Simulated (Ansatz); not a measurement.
Geometry optimisation, Ansatz 0.2.0, UKS B3LYP-D4/def2-mTZVP.

input.yaml

```yaml
crystal:
  periodic: [false, false, false]
  atoms:
    - { symbol: H, position_ang: [0.222, -0.0741, -0.7011] }
    - { symbol: Si, position_ang: [-0.3272, -0.3682, 1.0607] }
    - { symbol: S, position_ang: [0.7796, 0.1939, -2.3851] }
    - { symbol: H, position_ang: [-0.4665, -1.8097, 1.1909] }
    - { symbol: H, position_ang: [-1.5836, 0.3586, 1.1749] }
    - { symbol: H, position_ang: [0.7406, 0.1983, 1.8701] }
    - { symbol: H, position_ang: [0.6349, 1.5012, -2.2104] }
magnetization:
  spin_polarized: true
  initial_magnetization: 1
basis:
  gaussian: { orbitals: def2-mTZVP }
hamiltonian:
  xc: b3lyp
  dispersion: d4
relax:
  f_tol: 0.15
  max_steps: 25
  restrain:
    - { distance: [0, 2], at: 2.66, k: 30.0 }
    - { distance: [1, 0], at: 1.42, k: 30.0 }
output:
  orbitals: {}
```

Run as:

```bash
$ ansatz run input.yaml --threads 2 --pin off --max-ram 3072MiB --backend cpu --events-out ev --progress --plain --runs-dir out
```

Q: Where does it end, and by what steps?

A: It converged. The restraints hold the end off the free minimum. After 4 steps the energy has fallen by 0.393 eV (the restraints' own energy left out); S3 moved furthest, 0.46 Å. Joined: H1–Si2.

```json
{"step": "0", "energy less start (eV)": "0.0000", "largest force component (eV/Å)": "1.867", "accepted": "yes"}
{"step": "1", "energy less start (eV)": "-0.3209", "largest force component (eV/Å)": "1.427", "accepted": "yes"}
{"step": "2", "energy less start (eV)": "-0.3182", "largest force component (eV/Å)": "1.809", "accepted": "yes"}
{"step": "3", "energy less start (eV)": "-0.3910", "largest force component (eV/Å)": "0.846", "accepted": "yes"}
{"step": "4", "energy less start (eV)": "-0.3927", "largest force component (eV/Å)": "0.791", "accepted": "yes"}
```

```xyz
7
Properties=species:S:1:pos:R:3
H 0.104 -0.175 -0.325
Si -0.321 -0.378 1.041
S 0.915 0.303 -2.813
H -0.497 -1.828 1.290
H -1.607 0.324 1.269
H 0.705 0.164 1.964
H 0.701 1.591 -2.427
```

Whether the end is a true minimum wasn't checked by a vibrational analysis.

Run time: 8 s on 2 threads of Arm Neoverse V2, on a shared host, peak memory 0.14 GiB.
